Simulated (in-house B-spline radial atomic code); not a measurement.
## Functionals against successive ionisation energies: Cl to Cl⁶⁺

Ionisation energies as differences of self-consistent total energies from an all-electron radial atomic-structure program (B-spline basis): all electrons, radial basis limit, scalar-relativistic (one-electron X2C), spin-polarised at highest spin, spherical densities; exact exchange is averaged over the determinants of each configuration. No spin-orbit coupling, Breit or QED terms. NIST's values run from ground level to ground level, so in open shells the differences also hold multiplet and fine-structure energies that spherical high-spin averages miss. Columns give computed minus NIST, in eV; a star marks a semi-empirical value. Species are left out where the tabulated value is theory, is uncertain by more than 0.12 eV, or (13 ions, such as In⁴⁺, Te⁴⁺ and Bi⁴⁺) lies off its series for all methods alike, which flatters the means a little.

```tsv
species	shell	NIST (eV)	PBE	PBEsol	BP86	B3LYP	LC-wPBE
Cl	3p	12.97	+0.08	+0.05	+0.21	+0.12	+0.14
Cl⁺	3p	23.81	-0.19	-0.21	+0.01	+0.06	+0.03
Cl²⁺	3p	39.80 ± 0.1*	-0.16	-0.24	-0.15	-0.22	-0.03
Cl⁴⁺	3p	67.68 ± 0.1*	-0.14	-0.19	-0.02	+0.02	+0.12
Cl⁵⁺	3s	96.94 ± 0.04*	-0.08	-0.37	-0.06	+0.05	-0.14
Cl⁶⁺	3s	114.20	+0.85	+0.44	+0.43	+1.15	+0.80
```

Question: How do the methods rank, and which species is hardest?

Answer: Mean absolute (signed) differences: BP86 0.14 (+0.07) eV; LC-wPBE 0.21 (+0.15) eV; PBE 0.25 (+0.06) eV; PBEsol 0.25 (-0.08) eV; B3LYP 0.27 (+0.20) eV. For Cl⁶⁺, which loses a 3s electron, the nearest method is off by +0.43 eV, the largest such miss.
